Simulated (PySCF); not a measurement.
**Vibration and rotation of LiC⁺**

UHF-CCSD(T) constants of LiC⁺, ³Π (triplet), unpaired electrons σ ↑, π ↑ (basis Li STO-3G, C STO-3G; no relativity; PySCF 2.14; masses 7.0160 and 12.0000 u):

```
ωe            : 505.0 cm⁻¹
ωexe          : 3.44 cm⁻¹
Be            : 0.8202 cm⁻¹
αe            : 0.0111 cm⁻¹
De to Li⁺ + C : 1.63 eV
```

Q: What force constant and bond length do these constants imply?

A: Reduced mass μred = 4.4274 u; k = 5.8918×10⁻⁷·μred·ωe² (u, cm⁻¹, mdyn/Å) = 0.665 mdyn/Å; Re = √(16.8576/(μred·Be)) (u, cm⁻¹, Å) = 2.155 Å.

Q: Estimate the centrifugal constant D from the Kratzer relation and find the Dunham coefficient a1.

A: D = 4Be³/ωe² = 8.65e-06 cm⁻¹; a1 = −1 − αeωe/(6Be²) = -2.39.

Correlated steps freeze 1 core orbital. For an ion De counts to the pair picked by the measured ionisation energies or electron affinities, which need not be the lowest pair at this level. STO-3G is very small, so such numbers show the basis as much as the molecule. The state was picked by a PBE0 search and need not be the measured ground state.
